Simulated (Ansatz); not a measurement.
# CH6BCl: the cost of one run

Program: Ansatz 0.2.0. Level of theory: RKS CAM-B3LYP/6-31G*. These are calculated values, not measurements.

## (1) The system as given

Bond lengths: C2–H3 1.110 Å, C2–H4 1.110 Å, C2–H5 1.110 Å, B1–H6 1.190 Å, B1–H7 1.190 Å, B1–Cl8 2.160 Å, C2–H9 1.182 Å, Cl8–H9 1.392 Å. Angles: H3–C2–H4 109.4°, H3–C2–H5 109.4°, H3–C2–H9 70.3°, H4–C2–H5 109.4°, H4–C2–H9 61.3°, H5–C2–H9 168.8°, H6–B1–H7 120.0°, H6–B1–Cl8 105.6°, H7–B1–Cl8 92.7°, B1–Cl8–H9 69.0°, C2–H9–Cl8 138.8°.

As a file:

```xyz
9

B     0.0000    0.0000    0.0000
C     0.0000    0.0000    1.9500
H    -0.9996   -0.3092    2.3205
H     0.7676   -0.7111    2.3205
H     0.2320    1.0203    2.3205
H     1.0305    0.0000   -0.5950
H    -1.0305    0.0000   -0.5950
Cl   -0.2766   -2.0311    0.6811
H    -0.1574   -1.1557    1.7570
```

## (2) A restrained relaxation towards end A

Springs on the bonds that form and break draw the guess towards this end; the thresholds are loose.

The input, input.yaml:

```yaml
crystal:
  periodic: [false, false, false]
  atoms:
    - { symbol: B, position_ang: [0.0, 0.0, 0.0] }
    - { symbol: C, position_ang: [0.0, 0.0, 1.95] }
    - { symbol: H, position_ang: [-0.9996, -0.3092, 2.3205] }
    - { symbol: H, position_ang: [0.7676, -0.7111, 2.3205] }
    - { symbol: H, position_ang: [0.232, 1.0203, 2.3205] }
    - { symbol: H, position_ang: [1.0305, 0.0, -0.595] }
    - { symbol: H, position_ang: [-1.0305, 0.0, -0.595] }
    - { symbol: Cl, position_ang: [-0.2766, -2.0311, 0.6811] }
    - { symbol: H, position_ang: [-0.1574, -1.1557, 1.757] }
basis:
  gaussian: { orbitals: "6-31G*" }
hamiltonian:
  xc: cam_b3lyp
relax:
  f_tol: 0.15
  max_steps: 25
  restrain:
    - { distance: [0, 7], at: 3.06, k: 30.0 }
    - { distance: [8, 1], at: 2.31, k: 30.0 }
    - { distance: [0, 1], at: 1.6, k: 30.0 }
    - { distance: [8, 7], at: 1.37, k: 30.0 }
output:
  orbitals: {}
```

On the command line:

```
ansatz run input.yaml --threads 2 --pin off --max-ram 3072MiB --backend cpu --events-out ev --progress --plain --runs-dir out
```

**Question.** How long does this run take on 2 threads of Arm Neoverse V1, shared host, and how much memory does it need?

About 14 s, with a peak of 0.14 GiB.
